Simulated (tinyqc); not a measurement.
UHF in the sto-3g basis, for LiH, spin multiplicity 3, step by step (part 2 of 3). Computed by tinyqc, a small Python program that keeps every step (integrals from PySCF). Command: `OMP_NUM_THREADS=1 python tinyqc.py 21876 21877 out.jsonl` (the two numbers bound the seeds that draw the settings). One thread of a shared host (Intel(R) Xeon(R) Processor @ 2.60GHz), about 0.1 s of CPU time with the checks.

Geometry (angstrom):
```
atom         x         y         z
Li    0.000000  0.000000  0.000000
H     0.000000  0.000000  2.433000
```

## Iteration 3: building the Fock matrix

D(alpha) after iteration 2, order 1Li 1s, 1Li 2s, 1Li 2px, 1Li 2py, 1Li 2pz, 2H 1s:
```
[[1.059297, -0.248590, 0.000000, 0.000000, 0.053923, 0.014856],
 [-0.248590, 1.043851, 0.000000, 0.000000, -0.199167, -0.113658],
 [0.000000, 0.000000, 0.000000, 0.000000, 0.000000, 0.000000],
 [0.000000, 0.000000, 0.000000, 0.000000, 0.000000, 0.000000],
 [0.053923, -0.199167, 0.000000, 0.000000, 0.064061, 0.172878],
 [0.014856, -0.113658, 0.000000, 0.000000, 0.172878, 0.892021]]
```

D(beta) after iteration 2, order 1Li 1s, 1Li 2s, 1Li 2px, 1Li 2py, 1Li 2pz, 2H 1s:
```
[[0.980777, 0.037247, 0.000000, 0.000000, 0.003449, -0.005159],
 [0.037247, 0.001415, 0.000000, 0.000000, 0.000131, -0.000196],
 [0.000000, 0.000000, 0.000000, 0.000000, 0.000000, 0.000000],
 [0.000000, 0.000000, 0.000000, 0.000000, 0.000000, 0.000000],
 [0.003449, 0.000131, 0.000000, 0.000000, 0.000012, -0.000018],
 [-0.005159, -0.000196, 0.000000, 0.000000, -0.000018, 0.000027]]
```

core Hamiltonian H = T + V (hartree), order 1Li 1s, 1Li 2s, 1Li 2px, 1Li 2py, 1Li 2pz, 2H 1s:
```
[[-4.623595, -1.037028, 0.000000, 0.000000, -0.006965, -0.043074],
 [-1.037028, -1.317192, 0.000000, 0.000000, -0.076145, -0.303102],
 [0.000000, 0.000000, -1.071596, 0.000000, 0.000000, 0.000000],
 [0.000000, 0.000000, 0.000000, -1.071596, 0.000000, 0.000000],
 [-0.006965, -0.076145, 0.000000, 0.000000, -1.126633, -0.433396],
 [-0.043074, -0.303102, 0.000000, 0.000000, -0.433396, -1.119061]]
```

Two-electron integrals (ij|kl) in chemists' order, unique and non-zero (hartree):
```
(11|11) 1.680395   (21|11) 0.265420   (21|21) 0.049941   (22|11) 0.397727
(22|21) 0.092860   (22|22) 0.290562   (31|31) 0.008981   (32|31) 0.013788
(32|32) 0.064184   (33|11) 0.396640   (33|21) 0.092880   (33|22) 0.290497
(33|33) 0.312946   (41|41) 0.008981   (42|41) 0.013788   (42|42) 0.064184
(43|43) 0.016869   (44|11) 0.396640   (44|21) 0.092880   (44|22) 0.290497
(44|33) 0.279207   (44|44) 0.312946   (51|51) 0.008981   (52|51) 0.013788
(52|52) 0.064184   (53|53) 0.016869   (54|54) 0.016869   (55|11) 0.396640
(55|21) 0.092880   (55|22) 0.290497   (55|33) 0.279207   (55|44) 0.279207
(55|55) 0.312946   (61|11) 0.009928   (61|21) 0.001905   (61|22) 0.003698
(61|33) 0.003647   (61|44) 0.003647   (61|51) 0.000273   (61|52) 0.000539
(61|55) 0.003803   (61|61) 0.000083   (62|11) 0.057517   (62|21) 0.013755
(62|22) 0.050506   (62|33) 0.047477   (62|44) 0.047477   (62|51) 0.002032
(62|52) 0.016070   (62|55) 0.056514   (62|61) 0.000656   (62|62) 0.019570
(63|31) 0.000667   (63|32) 0.003979   (63|53) 0.001965   (63|63) 0.000866
(64|41) 0.000667   (64|42) 0.003979   (64|54) 0.001965   (64|64) 0.000866
(65|11) 0.082289   (65|21) 0.019759   (65|22) 0.073974   (65|33) 0.068966
(65|44) 0.068966   (65|51) 0.003121   (65|52) 0.024936   (65|55) 0.083919
(65|61) 0.000957   (65|62) 0.030340   (65|65) 0.047207   (66|11) 0.217486
(66|21) 0.052435   (66|22) 0.210225   (66|33) 0.193826   (66|44) 0.193826
(66|51) 0.006949   (66|52) 0.072436   (66|55) 0.242806   (66|61) 0.002486
(66|62) 0.110124   (66|65) 0.174130   (66|66) 0.774606
```

nuclear repulsion = 0.65249964 hartree

J_ij = sum D_kl (ij|kl) with D = D(alpha) + D(beta), K_ij = sum D_kl (ik|jl) for each spin; F = H + J - K(s); E = tr D H + tr D J / 2 - 0.5 sum_s tr D(s) K(s) + E_nn.

Coulomb J (hartree), order 1Li 1s, 1Li 2s, 1Li 2px, 1Li 2py, 1Li 2pz, 2H 1s:
```
[[3.966637, 0.673893, 0.000000, 0.000000, 0.002362, 0.025776],
 [0.673893, 1.296145, 0.000000, 0.000000, 0.045621, 0.266055],
 [0.000000, 0.000000, 1.277456, 0.000000, 0.000000, 0.000000],
 [0.000000, 0.000000, 0.000000, 1.277456, 0.000000, 0.000000],
 [0.002362, 0.045621, 0.000000, 0.000000, 1.326425, 0.397419],
 [0.025776, 0.266055, 0.000000, 0.000000, 0.397419, 1.354942]]
```

exchange K(alpha) (hartree), order 1Li 1s, 1Li 2s, 1Li 2px, 1Li 2py, 1Li 2pz, 2H 1s:
```
[[1.700812, 0.267617, 0.000000, 0.000000, 0.001597, 0.011197],
 [0.267617, 0.326092, 0.000000, 0.000000, -0.033655, 0.125829],
 [0.000000, 0.000000, 0.071305, 0.000000, 0.000000, 0.000000],
 [0.000000, 0.000000, 0.000000, 0.071305, 0.000000, 0.000000],
 [0.001597, -0.033655, 0.000000, 0.000000, 0.155255, 0.199852],
 [0.011197, 0.125829, 0.000000, 0.000000, 0.199852, 0.737444]]
```

exchange K(beta) (hartree), order 1Li 1s, 1Li 2s, 1Li 2px, 1Li 2py, 1Li 2pz, 2H 1s:
```
[[1.667832, 0.276814, 0.000000, 0.000000, 0.000983, 0.011125],
 [0.276814, 0.056149, 0.000000, 0.000000, 0.000284, 0.002354],
 [0.000000, 0.000000, 0.009918, 0.000000, 0.000000, 0.000000],
 [0.000000, 0.000000, 0.000000, 0.009918, 0.000000, 0.000000],
 [0.000983, 0.000284, 0.000000, 0.000000, 0.009887, 0.000360],
 [0.011125, 0.002354, 0.000000, 0.000000, 0.000360, 0.000119]]
```

F(alpha) (hartree), order 1Li 1s, 1Li 2s, 1Li 2px, 1Li 2py, 1Li 2pz, 2H 1s:
```
[[-2.357770, -0.630752, 0.000000, 0.000000, -0.006201, -0.028496],
 [-0.630752, -0.347138, 0.000000, 0.000000, 0.003131, -0.162876],
 [0.000000, 0.000000, 0.134555, 0.000000, 0.000000, 0.000000],
 [0.000000, 0.000000, 0.000000, 0.134555, 0.000000, 0.000000],
 [-0.006201, 0.003131, 0.000000, 0.000000, 0.044537, -0.235830],
 [-0.028496, -0.162876, 0.000000, 0.000000, -0.235830, -0.501563]]
```

F(beta) (hartree), order 1Li 1s, 1Li 2s, 1Li 2px, 1Li 2py, 1Li 2pz, 2H 1s:
```
[[-2.324790, -0.639949, 0.000000, 0.000000, -0.005587, -0.028423],
 [-0.639949, -0.077196, 0.000000, 0.000000, -0.030808, -0.039401],
 [0.000000, 0.000000, 0.195942, 0.000000, 0.000000, 0.000000],
 [0.000000, 0.000000, 0.000000, 0.195942, 0.000000, 0.000000],
 [-0.005587, -0.030808, 0.000000, 0.000000, 0.189905, -0.036338],
 [-0.028423, -0.039401, 0.000000, 0.000000, -0.036338, 0.235763]]
```

total energy of this density = -7.77715672 hartree

## Iteration 3: DIIS over 3 matrices

error matrix X^T (FDS - SDF) X (alpha):
```
[[0.000000, 0.000226, 0.000000, 0.000000, 0.002259, -0.001029],
 [-0.000226, 0.000000, 0.000000, 0.000000, -0.007125, 0.003933],
 [0.000000, 0.000000, 0.000000, 0.000000, 0.000000, 0.000000],
 [0.000000, 0.000000, 0.000000, 0.000000, 0.000000, 0.000000],
 [-0.002259, 0.007125, 0.000000, 0.000000, 0.000000, 0.006873],
 [0.001029, -0.003933, 0.000000, 0.000000, -0.006873, 0.000000]]
```

B (overlaps of the stored error matrices):
```
[[1.1871789e-01, 4.0262506e-02, 2.7401862e-03],
 [4.0262506e-02, 1.5323835e-02, 1.4793561e-03],
 [2.7401862e-03, 1.4793561e-03, 2.8382760e-04]]
```

Minimise |sum c_i e_i|^2 with sum c_i = 1: solve [B -1; -1 0][c; lambda] = [0; -1] with B_ij = tr e_i^T e_j summed over both spins, and take F = sum c_i F_i.

DIIS coefficients: [0.106280, -0.399745, 1.293465]

extrapolated F(alpha) (hartree), order 1Li 1s, 1Li 2s, 1Li 2px, 1Li 2py, 1Li 2pz, 2H 1s:
```
[[-2.355751, -0.630611, 0.000000, 0.000000, -0.006443, -0.028438],
 [-0.630611, -0.345398, 0.000000, 0.000000, 0.006432, -0.160710],
 [0.000000, 0.000000, 0.135307, 0.000000, 0.000000, 0.000000],
 [0.000000, 0.000000, 0.000000, 0.135307, 0.000000, 0.000000],
 [-0.006443, 0.006432, 0.000000, 0.000000, 0.043893, -0.230664],
 [-0.028438, -0.160710, 0.000000, 0.000000, -0.230664, -0.500004]]
```

extrapolated F(beta) (hartree), order 1Li 1s, 1Li 2s, 1Li 2px, 1Li 2py, 1Li 2pz, 2H 1s:
```
[[-2.323233, -0.638728, 0.000000, 0.000000, -0.005943, -0.028382],
 [-0.638728, -0.076230, 0.000000, 0.000000, -0.033220, -0.040167],
 [0.000000, 0.000000, 0.196581, 0.000000, 0.000000, 0.000000],
 [0.000000, 0.000000, 0.000000, 0.196581, 0.000000, 0.000000],
 [-0.005943, -0.033220, 0.000000, 0.000000, 0.190581, -0.037584],
 [-0.028382, -0.040167, 0.000000, 0.000000, -0.037584, 0.231201]]
```

## Iteration 3: diagonalisation and new density

X, order 1Li 1s, 1Li 2s, 1Li 2px, 1Li 2py, 1Li 2pz, 2H 1s:
```
[[1.023313, -0.128299, 0.000000, 0.000000, -0.004501, 0.016576],
 [-0.128299, 1.042499, 0.000000, 0.000000, 0.028398, -0.118741],
 [0.000000, 0.000000, 1.000000, 0.000000, 0.000000, 0.000000],
 [0.000000, 0.000000, 0.000000, 1.000000, 0.000000, 0.000000],
 [-0.004501, 0.028398, 0.000000, 0.000000, 1.040897, -0.171869],
 [0.016576, -0.118741, 0.000000, 0.000000, -0.171869, 1.059803]]
```

Diagonalise F' = X^T F X, C = X C', fill 3 alpha and 1 beta electrons from the bottom; D(s) = C_occ C_occ^T. Each column has its largest component positive (the first on a tie).

F' = X^T F X (alpha) (hartree):
```
[[-2.307287, -0.328843, 0.000000, 0.000000, -0.015859, 0.018350],
 [-0.328843, -0.211576, 0.000000, 0.000000, 0.050941, -0.098902],
 [0.000000, 0.000000, 0.135307, 0.000000, 0.000000, 0.000000],
 [0.000000, 0.000000, 0.000000, 0.135307, 0.000000, 0.000000],
 [-0.015859, 0.050941, 0.000000, 0.000000, 0.117118, -0.186184],
 [0.018350, -0.098902, 0.000000, 0.000000, -0.186184, -0.439556]]
```

orbital energies (alpha) (hartree): [-2.357704, -0.515064, -0.160679, 0.135307, 0.135307, 0.192146]

coefficients C (alpha), order 1Li 1s, 1Li 2s, 1Li 2px, 1Li 2py, 1Li 2pz, 2H 1s:
```
[[0.992072, -0.049460, -0.267355, 0.000000, 0.000000, -0.076117],
 [0.031184, 0.135611, 1.004478, 0.000000, 0.000000, 0.299719],
 [0.000000, 0.000000, 0.000000, 0.757806, 0.652480, 0.000000],
 [0.000000, 0.000000, 0.000000, -0.652480, 0.757806, 0.000000],
 [0.003326, 0.113194, -0.240358, 0.000000, 0.000000, 1.021390],
 [-0.003551, 0.923432, -0.227094, 0.000000, 0.000000, -0.512625]]
```

F' = X^T F X (beta) (hartree):
```
[[-2.267060, -0.374911, 0.000000, 0.000000, -0.007981, 0.017944],
 [-0.374911, 0.060595, 0.000000, 0.000000, -0.011683, -0.073413],
 [0.000000, 0.000000, 0.196581, 0.000000, 0.000000, 0.000000],
 [0.000000, 0.000000, 0.000000, 0.196581, 0.000000, 0.000000],
 [-0.007981, -0.011683, 0.000000, 0.000000, 0.225260, -0.116641],
 [0.017944, -0.073413, 0.000000, 0.000000, -0.116641, 0.287594]]
```

orbital energies (beta) (hartree): [-2.326006, 0.067467, 0.176618, 0.196581, 0.196581, 0.388311]

coefficients C (beta), order 1Li 1s, 1Li 2s, 1Li 2px, 1Li 2py, 1Li 2pz, 2H 1s:
```
[[0.990957, -0.216053, 0.170920, 0.000000, 0.000000, 0.077702],
 [0.035358, 0.769912, -0.647230, 0.000000, 0.000000, -0.324421],
 [0.000000, 0.000000, 0.000000, 0.973785, 0.227471, 0.000000],
 [0.000000, 0.000000, 0.000000, -0.227471, 0.973785, 0.000000],
 [0.004196, 0.362581, 0.672600, 0.000000, 0.000000, -0.727983],
 [-0.005076, 0.346889, 0.322142, 0.000000, 0.000000, 0.971062]]
```

D(alpha) after iteration 3, order 1Li 1s, 1Li 2s, 1Li 2px, 1Li 2py, 1Li 2pz, 2H 1s:
```
[[1.058131, -0.244323, 0.000000, 0.000000, 0.061962, 0.011519],
 [-0.244323, 1.028339, 0.000000, 0.000000, -0.225980, -0.102995],
 [0.000000, 0.000000, 0.000000, 0.000000, 0.000000, 0.000000],
 [0.000000, 0.000000, 0.000000, 0.000000, 0.000000, 0.000000],
 [0.061962, -0.225980, 0.000000, 0.000000, 0.070596, 0.159099],
 [0.011519, -0.102995, 0.000000, 0.000000, 0.159099, 0.904311]]
```

D(beta) after iteration 3, order 1Li 1s, 1Li 2s, 1Li 2px, 1Li 2py, 1Li 2pz, 2H 1s:
```
[[0.981995, 0.035038, 0.000000, 0.000000, 0.004158, -0.005030],
 [0.035038, 0.001250, 0.000000, 0.000000, 0.000148, -0.000179],
 [0.000000, 0.000000, 0.000000, 0.000000, 0.000000, 0.000000],
 [0.000000, 0.000000, 0.000000, 0.000000, 0.000000, 0.000000],
 [0.004158, 0.000148, 0.000000, 0.000000, 0.000018, -0.000021],
 [-0.005030, -0.000179, 0.000000, 0.000000, -0.000021, 0.000026]]
```

Within a degenerate level the vectors are fixed only up to a rotation; this is one choice.

## Iteration 4: building the Fock matrix

As before.

Coulomb J (hartree), order 1Li 1s, 1Li 2s, 1Li 2px, 1Li 2py, 1Li 2pz, 2H 1s:
```
[[3.965746, 0.673645, 0.000000, 0.000000, 0.001821, 0.025745],
 [0.673645, 1.295493, 0.000000, 0.000000, 0.042965, 0.265798],
 [0.000000, 0.000000, 1.276603, 0.000000, 0.000000, 0.000000],
 [0.000000, 0.000000, 0.000000, 1.276603, 0.000000, 0.000000],
 [0.001821, 0.042965, 0.000000, 0.000000, 1.326174, 0.397093],
 [0.025745, 0.265798, 0.000000, 0.000000, 0.397093, 1.356757]]
```

exchange K(alpha) (hartree), order 1Li 1s, 1Li 2s, 1Li 2px, 1Li 2py, 1Li 2pz, 2H 1s:
```
[[1.700371, 0.267828, 0.000000, 0.000000, 0.001855, 0.011087],
 [0.267828, 0.323521, 0.000000, 0.000000, -0.042169, 0.125240],
 [0.000000, 0.000000, 0.070564, 0.000000, 0.000000, 0.000000],
 [0.000000, 0.000000, 0.000000, 0.070564, 0.000000, 0.000000],
 [0.001855, -0.042169, 0.000000, 0.000000, 0.155190, 0.197248],
 [0.011087, 0.125240, 0.000000, 0.000000, 0.197248, 0.742896]]
```

exchange K(beta) (hartree), order 1Li 1s, 1Li 2s, 1Li 2px, 1Li 2py, 1Li 2pz, 2H 1s:
```
[[1.668701, 0.276141, 0.000000, 0.000000, 0.001283, 0.011091],
 [0.276141, 0.055757, 0.000000, 0.000000, 0.000369, 0.002336],
 [0.000000, 0.000000, 0.009858, 0.000000, 0.000000, 0.000000],
 [0.000000, 0.000000, 0.000000, 0.009858, 0.000000, 0.000000],
 [0.001283, 0.000369, 0.000000, 0.000000, 0.009829, 0.000361],
 [0.011091, 0.002336, 0.000000, 0.000000, 0.000361, 0.000118]]
```

F(alpha) (hartree), order 1Li 1s, 1Li 2s, 1Li 2px, 1Li 2py, 1Li 2pz, 2H 1s:
```
[[-2.358220, -0.631211, 0.000000, 0.000000, -0.006999, -0.028417],
 [-0.631211, -0.345220, 0.000000, 0.000000, 0.008989, -0.162545],
 [0.000000, 0.000000, 0.134443, 0.000000, 0.000000, 0.000000],
 [0.000000, 0.000000, 0.000000, 0.134443, 0.000000, 0.000000],
 [-0.006999, 0.008989, 0.000000, 0.000000, 0.044351, -0.233551],
 [-0.028417, -0.162545, 0.000000, 0.000000, -0.233551, -0.505200]]
```

F(beta) (hartree), order 1Li 1s, 1Li 2s, 1Li 2px, 1Li 2py, 1Li 2pz, 2H 1s:
```
[[-2.326550, -0.639523, 0.000000, 0.000000, -0.006428, -0.028421],
 [-0.639523, -0.077457, 0.000000, 0.000000, -0.033549, -0.039641],
 [0.000000, 0.000000, 0.195148, 0.000000, 0.000000, 0.000000],
 [0.000000, 0.000000, 0.000000, 0.195148, 0.000000, 0.000000],
 [-0.006428, -0.033549, 0.000000, 0.000000, 0.189712, -0.036664],
 [-0.028421, -0.039641, 0.000000, 0.000000, -0.036664, 0.237578]]
```

total energy of this density = -7.77757469 hartree

## Iteration 4: DIIS over 4 matrices

error matrix X^T (FDS - SDF) X (alpha):
```
[[0.000000, 0.000088, 0.000000, 0.000000, 0.000880, -0.000265],
 [-0.000088, 0.000000, 0.000000, 0.000000, -0.003055, 0.000849],
 [0.000000, 0.000000, 0.000000, 0.000000, 0.000000, 0.000000],
 [0.000000, 0.000000, 0.000000, 0.000000, 0.000000, 0.000000],
 [-0.000880, 0.003055, 0.000000, 0.000000, 0.000000, -0.000705],
 [0.000265, -0.000849, 0.000000, 0.000000, 0.000705, 0.000000]]
```

B (overlaps of the stored error matrices):
```
[[1.1871789e-01, 4.0262506e-02, 2.7401862e-03, 4.3598845e-05],
 [4.0262506e-02, 1.5323835e-02, 1.4793561e-03, 7.4505610e-05],
 [2.7401862e-03, 1.4793561e-03, 2.8382760e-04, 4.7128283e-05],
 [4.3598845e-05, 7.4505610e-05, 4.7128283e-05, 2.3336668e-05]]
```

As before.

DIIS coefficients: [-0.063172, 0.247671, -0.925254, 1.740755]

extrapolated F(alpha) (hartree), order 1Li 1s, 1Li 2s, 1Li 2px, 1Li 2py, 1Li 2pz, 2H 1s:
```
[[-2.359536, -0.631595, 0.000000, 0.000000, -0.007436, -0.028400],
 [-0.631595, -0.344860, 0.000000, 0.000000, 0.011111, -0.163648],
 [0.000000, 0.000000, 0.133981, 0.000000, 0.000000, 0.000000],
 [0.000000, 0.000000, 0.000000, 0.133981, 0.000000, 0.000000],
 [-0.007436, 0.011111, 0.000000, 0.000000, 0.044340, -0.235176],
 [-0.028400, -0.163648, 0.000000, 0.000000, -0.235176, -0.508587]]
```

extrapolated F(beta) (hartree), order 1Li 1s, 1Li 2s, 1Li 2px, 1Li 2py, 1Li 2pz, 2H 1s:
```
[[-2.328585, -0.639856, 0.000000, 0.000000, -0.006826, -0.028438],
 [-0.639856, -0.078115, 0.000000, 0.000000, -0.034117, -0.039398],
 [0.000000, 0.000000, 0.194284, 0.000000, 0.000000, 0.000000],
 [0.000000, 0.000000, 0.000000, 0.194284, 0.000000, 0.000000],
 [-0.006826, -0.034117, 0.000000, 0.000000, 0.189245, -0.036231],
 [-0.028438, -0.039398, 0.000000, 0.000000, -0.036231, 0.241089]]
```

## Iteration 4: diagonalisation and new density

As before.

F' = X^T F X (alpha) (hartree):
```
[[-2.310957, -0.329639, 0.000000, 0.000000, -0.017687, 0.019026],
 [-0.329639, -0.209869, 0.000000, 0.000000, 0.057131, -0.102312],
 [0.000000, 0.000000, 0.133981, 0.000000, 0.000000, 0.000000],
 [0.000000, 0.000000, 0.000000, 0.133981, 0.000000, 0.000000],
 [-0.017687, 0.057131, 0.000000, 0.000000, 0.119279, -0.190581],
 [0.019026, -0.102312, 0.000000, 0.000000, -0.190581, -0.446591]]
```

orbital energies (alpha) (hartree): [-2.361495, -0.523892, -0.161930, 0.133981, 0.133981, 0.199180]

coefficients C (alpha), order 1Li 1s, 1Li 2s, 1Li 2px, 1Li 2py, 1Li 2pz, 2H 1s:
```
[[0.992080, -0.048891, -0.266011, 0.000000, 0.000000, -0.080931],
 [0.031154, 0.133326, 0.999596, 0.000000, 0.000000, 0.316592],
 [0.000000, 0.000000, 0.000000, -0.648449, 0.761258, 0.000000],
 [0.000000, 0.000000, 0.000000, 0.761258, 0.648449, 0.000000],
 [0.003685, 0.113142, -0.257216, 0.000000, 0.000000, 1.017280],
 [-0.003650, 0.924189, -0.216525, 0.000000, 0.000000, -0.515822]]
```

F' = X^T F X (beta) (hartree):
```
[[-2.272394, -0.375184, 0.000000, 0.000000, -0.008775, 0.018094],
 [-0.375184, 0.058651, 0.000000, 0.000000, -0.012742, -0.073363],
 [0.000000, 0.000000, 0.194284, 0.000000, 0.000000, 0.000000],
 [0.000000, 0.000000, 0.000000, 0.194284, 0.000000, 0.000000],
 [-0.008775, -0.012742, 0.000000, 0.000000, 0.223567, -0.116526],
 [0.018094, -0.073363, 0.000000, 0.000000, -0.116526, 0.297917]]
```

orbital energies (beta) (hartree): [-2.331351, 0.067772, 0.177165, 0.194284, 0.194284, 0.394154]

coefficients C (beta), order 1Li 1s, 1Li 2s, 1Li 2px, 1Li 2py, 1Li 2pz, 2H 1s:
```
[[0.990983, -0.220185, 0.165732, 0.000000, 0.000000, 0.077008],
 [0.035262, 0.785859, -0.629134, 0.000000, 0.000000, -0.321779],
 [0.000000, 0.000000, 0.000000, 0.981808, 0.189874, 0.000000],
 [0.000000, 0.000000, 0.000000, -0.189874, 0.981808, 0.000000],
 [0.004578, 0.362404, 0.689666, 0.000000, 0.000000, -0.711924],
 [-0.005161, 0.326052, 0.313063, 0.000000, 0.000000, 0.981198]]
```

D(alpha) after iteration 4, order 1Li 1s, 1Li 2s, 1Li 2px, 1Li 2py, 1Li 2pz, 2H 1s:
```
[[1.057375, -0.241515, 0.000000, 0.000000, 0.066546, 0.008792],
 [-0.241515, 1.017939, 0.000000, 0.000000, -0.241913, -0.093333],
 [0.000000, 0.000000, 0.000000, 0.000000, 0.000000, 0.000000],
 [0.000000, 0.000000, 0.000000, 0.000000, 0.000000, 0.000000],
 [0.066546, -0.241913, 0.000000, 0.000000, 0.078975, 0.160245],
 [0.008792, -0.093333, 0.000000, 0.000000, 0.160245, 0.901022]]
```

D(beta) after iteration 4, order 1Li 1s, 1Li 2s, 1Li 2px, 1Li 2py, 1Li 2pz, 2H 1s:
```
[[0.982047, 0.034944, 0.000000, 0.000000, 0.004536, -0.005114],
 [0.034944, 0.001243, 0.000000, 0.000000, 0.000161, -0.000182],
 [0.000000, 0.000000, 0.000000, 0.000000, 0.000000, 0.000000],
 [0.000000, 0.000000, 0.000000, 0.000000, 0.000000, 0.000000],
 [0.004536, 0.000161, 0.000000, 0.000000, 0.000021, -0.000024],
 [-0.005114, -0.000182, 0.000000, 0.000000, -0.000024, 0.000027]]
```

Within a degenerate level the vectors are fixed only up to a rotation; this is one choice.
